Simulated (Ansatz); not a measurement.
```xyz
3

N    -0.0034    0.0041   -1.2027
N     0.0081    0.0032   -0.0634
O     0.0076    0.0061    1.1025
```

RHF on singlet N₂O was run in several spherical basis sets with Ansatz (development build ahead of 0.2.0).

(1) Rank the basis sets by the total energy that they give, lowest first, with the distance from the lowest.
A. cc-pVDZ
B. 6-31G(d)
C. STO-3G
D. cc-pVTZ

## Answers

(1) D (0.00 eV), A (1.45 eV), B (2.02 eV), C (69.63 eV).

Totals follow the description of the cores as much as that of the bonds, so this order isn't one of quality for chemistry.
